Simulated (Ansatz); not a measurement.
fcc Au

Method: PBEsol (Ansatz, a first-principles code, PAW).

Run with plane-wave cutoff 500 eV, 30×30×30 k mesh, Fermi–Dirac smearing 0.1 eV, scalar-relativistic PAW data made under PBE.

Cell: relaxed at this level.

* **volume per atom**: 17.01 Å³/atom
* **equilibrium lattice constant a**: 4.083 Å

Measured, for comparison: equilibrium volume per atom 16.76 Å³/atom, lattice constant a 4.062 Å (static lattice: zero-point anharmonic expansion removed; as tabulated in Mejia-Rodriguez and Trickey (2018), arXiv:1807.09216). Computed (rounded) less measured: equilibrium volume per atom +1.5 %, lattice constant a +0.5 %.

Spin–orbit coupling is not included; it can shift volumes and moduli of such heavy elements.

Computed values are for the static lattice.

The result took very roughly 100 core-seconds.
